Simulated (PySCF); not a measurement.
Gas-phase reaction: 2 AlH + 2 H + Cl₂ ⇌ 2 AlH₂Cl

Method: PySCF energies plus ideal-gas RRHO corrections (1 bar). † marks an energy on the PBE0/def2-TZVP geometry and frequencies; other levels use their own. MP2 and CCSD(T) freeze the core. Open shells (unrestricted): H (multiplicity 2); the rest are closed-shell singlets. B3LYP is the form with VWN-RPA correlation. AlH₂Cl: computed as isolated molecules; such fragments, hydroxides, amides, oligomers or adducts are transient or little studied in the gas. MP2 isn't extrapolated to the basis-set limit; its ΔH°(298 K) is -1186.0 kJ in def2-SVP and -1185.8 kJ in def2-TZVPP. CCSD(T) isn't extrapolated to the basis-set limit; its ΔH°(298 K) is -1155.0 kJ in def2-SVP and -1160.3 kJ in def2-TZVPP. The harmonic model lacks anharmonicity and excited electronic states, which grow with temperature; levels with a mode under 35 cm⁻¹ are left out.

```json
[
 {"level": "B3LYP/def2-TZVP†", "ΔE electronic, kJ": "-1187", "ΔH°(298 K), kJ": "-1149", "ΔS°(298 K), J/K": "-321", "ΔG°(2000 K), kJ": "-480"},
 {"level": "CCSD(T)/def2-TZVPP†", "ΔE electronic, kJ": "-1198", "ΔH°(298 K), kJ": "-1160", "ΔS°(298 K), J/K": "-321", "ΔG°(2000 K), kJ": "-491"},
 {"level": "HF/def2-TZVP†", "ΔE electronic, kJ": "-1120", "ΔH°(298 K), kJ": "-1082", "ΔS°(298 K), J/K": "-321", "ΔG°(2000 K), kJ": "-413"},
 {"level": "MP2/def2-SVP†", "ΔE electronic, kJ": "-1223", "ΔH°(298 K), kJ": "-1186", "ΔS°(298 K), J/K": "-321", "ΔG°(2000 K), kJ": "-517"},
 {"level": "PBE/def2-TZVP†", "ΔE electronic, kJ": "-1157", "ΔH°(298 K), kJ": "-1120", "ΔS°(298 K), J/K": "-321", "ΔG°(2000 K), kJ": "-450"},
 {"level": "PBE0/def2-QZVP†", "ΔE electronic, kJ": "-1190", "ΔH°(298 K), kJ": "-1153", "ΔS°(298 K), J/K": "-321", "ΔG°(2000 K), kJ": "-484"},
 {"level": "PBE0/def2-TZVP", "ΔE electronic, kJ": "-1189", "ΔH°(298 K), kJ": "-1151", "ΔS°(298 K), J/K": "-321", "ΔG°(2000 K), kJ": "-482"},
 {"level": "ωB97M-V/def2-TZVP†", "ΔE electronic, kJ": "-1198", "ΔH°(298 K), kJ": "-1160", "ΔS°(298 K), J/K": "-321", "ΔG°(2000 K), kJ": "-491"},
 {"level": "ωB97X-V/def2-TZVP†", "ΔE electronic, kJ": "-1227", "ΔH°(298 K), kJ": "-1189", "ΔS°(298 K), J/K": "-321", "ΔG°(2000 K), kJ": "-520"}
]
```
ΔH° is lowest at ωB97X-V/def2-TZVP† and highest at HF/def2-TZVP†. No reference value is set beside these.
